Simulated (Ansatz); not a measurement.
Species: HLi, SMILES `[LiH]` (charge 0, multiplicity 1), formula HLi.

**Question.** How many basis functions does frozen-core CCSD(T)/def2-TZVPP // PBE0-D3(BJ)/def2-TZVP (Ansatz, a quantum-chemistry and plane-wave program) use, how many core orbitals are frozen, and how many electrons are correlated?

**Answer.** 33 basis functions and 0 frozen orbitals, which leaves 4 correlated electrons. Core time is of the order of seconds.
